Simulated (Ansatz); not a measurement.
in.yaml

```yaml
crystal:
  periodic: [false, false, false]
  atoms:
    - {symbol: B, position_ang: [0.000000, -0.095962, 0.458220]}
    - {symbol: Al, position_ang: [0.000000, -0.025390, -2.092804]}
    - {symbol: H, position_ang: [0.000000, 0.121353, 1.634585]}
basis:
  gaussian: {orbitals: 6-31G}
magnetization: {spin_polarized: true, initial_magnetization: 1}
correlation: {method: ccsdt, electrons: outside_noble_gas}
scf: {lower_state_search: off}
```

```sh
$ ansatz run in.yaml --threads 1 --pin off --events-out ev --progress --plain --max-ram 2393MiB
```

Roughly how long does this take on 1 thread of Arm Neoverse V2, shared host, and how much host memory?

0.87 s wall and 0.07 GiB.

```
these checks for a lower state are left out or cut short: stability, starts, cluster_reference, orbital_swaps, neighbouring_geometries, increment
492 factors; integrals over basis functions are off by at most 1.0e-7 eV
mean field evaluation 1: about -7265.2178 eV, gradient 5.3e0 eV
mean field evaluation 2: about -7265.2174 eV, gradient 5.2e0 eV
mean field evaluation 4: about -7265.7632 eV, gradient 8.4e-1 eV
mean field evaluation 8: about -7265.8688 eV, gradient 2.2e-1 eV
mean field -7265.87177130 eV, -267.0158626107 hartree, gradient 1.8e-6 eV, S^2 0.806404; 0 other end points of the search recorded, 0 dependent functions left out
6 core orbitals not correlated: weight in the atoms' cores, before any rotation towards them, 1.000 or more for the frozen orbitals, at most 0.000 for the correlated occupied ones
reference -7265.87177130 eV, -267.0158626107 hartree; 4, 3 occupied and 14, 15 virtual orbitals, 492 factors
second order -1.68566169 eV of doubles, -0.00000000 eV of singles
cycle   1  -2.15382552 eV  change   -4.7e-1 eV  update   8.6e-2
cycle   2  -2.52146623 eV  change   -3.7e-1 eV  update   4.8e-2
cycle   3  -2.56351954 eV  change   -4.2e-2 eV  update   2.4e-2
cycle   4  -2.59326514 eV  change   -3.0e-2 eV  update   1.6e-2
cycle   5  -2.60568181 eV  change   -1.2e-2 eV  update   7.9e-3
cycle   6  -2.60596876 eV  change   -2.9e-4 eV  update   3.8e-3
cycle   7  -2.60495855 eV  change    1.0e-3 eV  update   2.3e-3
cycle   8  -2.60618011 eV  change   -1.2e-3 eV  update   1.5e-3
cycle   9  -2.60677661 eV  change   -6.0e-4 eV  update   1.1e-3
cycle  10  -2.60644332 eV  change    3.3e-4 eV  update   6.7e-4
cycle  11  -2.60661970 eV  change   -1.8e-4 eV  update   4.0e-4
cycle  12  -2.60673262 eV  change   -1.1e-4 eV  update   2.3e-4
cycle  13  -2.60692208 eV  change   -1.9e-4 eV  update   1.1e-4
cycle  14  -2.60692882 eV  change   -6.7e-6 eV  update   5.7e-5
cycle  15  -2.60688473 eV  change    4.4e-5 eV  update   3.5e-5
cycle  16  -2.60686488 eV  change    2.0e-5 eV  update   1.9e-5
cycle  17  -2.60686035 eV  change    4.5e-6 eV  update   1.3e-5
cycle  18  -2.60686748 eV  change   -7.1e-6 eV  update   9.0e-6
cycle  19  -2.60687467 eV  change   -7.2e-6 eV  update   5.6e-6
cycle  20  -2.60687819 eV  change   -3.5e-6 eV  update   4.0e-6
cycle  21  -2.60687725 eV  change    9.4e-7 eV  update   2.9e-6
cycle  22  -2.60687605 eV  change    1.2e-6 eV  update   2.1e-6
cycle  23  -2.60687510 eV  change    9.5e-7 eV  update   1.5e-6
cycle  24  -2.60687554 eV  change   -4.5e-7 eV  update   9.1e-7
cycle  25  -2.60687599 eV  change   -4.5e-7 eV  update   6.3e-7
Total energy: -7268.47864730 eV, -267.1116635364 hartree
Checks for a lower state left out: stability, starts, cluster_reference, orbital_swaps, neighbouring_geometries, increment
```
